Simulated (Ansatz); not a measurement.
Conformers of C4H10S, SMILES `CC(C)CS`, each relaxed with PBE0-D4/def2-TZVP in Ansatz. CBS adds the triple-zeta coupled-cluster correction to the MP2 limit.

Not all of them had a frequency check.

Conformer A:

Z-matrix (Å, degrees):
```
C
C 1 1.520
H 1 1.095 2 110.8
H 1 1.092 2 111.6 3 -120.7
H 1 1.092 2 110.9 3 119.4
C 2 1.523 1 110.9 3 -63.2
C 2 1.524 1 112.1 3 59.3
H 2 1.096 1 108.3 3 177.7
H 6 1.093 2 111.0 1 -58.0
H 6 1.095 2 110.9 1 61.5
H 6 1.093 2 111.5 1 -178.3
S 7 1.812 2 116.0 1 64.9
H 7 1.093 2 109.8 1 -177.6
H 7 1.094 2 110.7 1 -60.0
H 12 1.341 7 97.7 2 -73.9
```

Conformer B:

```xyz
15

C    -0.103   -0.294    1.498
C    -0.451   -0.112    0.028
C    -1.071    1.257   -0.218
C     0.763   -0.288   -0.876
S     1.414   -1.981   -0.756
H     0.317   -1.281    1.699
H     0.635    0.451    1.812
H    -0.990   -0.170    2.123
H    -1.186   -0.878   -0.252
H    -1.361    1.385   -1.264
H    -0.365    2.054    0.035
H    -1.962    1.396    0.398
H     0.481   -0.096   -1.913
H     1.543    0.423   -0.590
H     2.336   -1.864   -1.723
```

Q: Which is lowest in electronic energy at CCSD(T)/CBS (frozen core, def2 sets), and by how much? (Estimate.)

A: Ansatz gave: A; B lies 3.0 kJ/mol higher.

Q: Give the energies relative to A (kJ/mol) with r2SCAN/def2-TZVPP, B3LYP/def2-TZVPP, CCSD(T)/def2-TZVPP, MP2/def2-QZVPP, SCS-MP2/def2-QZVPP, HF/CBS(def2), MP2/CBS(def2). (An estimate is asked.)

A: Computed: 
```
             level    B
 r2SCAN/def2-TZVPP  3.7
  B3LYP/def2-TZVPP  3.4
CCSD(T)/def2-TZVPP  3.3
    MP2/def2-QZVPP  3.0
SCS-MP2/def2-QZVPP  2.7
      HF/CBS(def2)  2.3
     MP2/CBS(def2)  2.9
```

B3LYP here is the variant with VWN-RPA as its local correlation; programs differ in this.
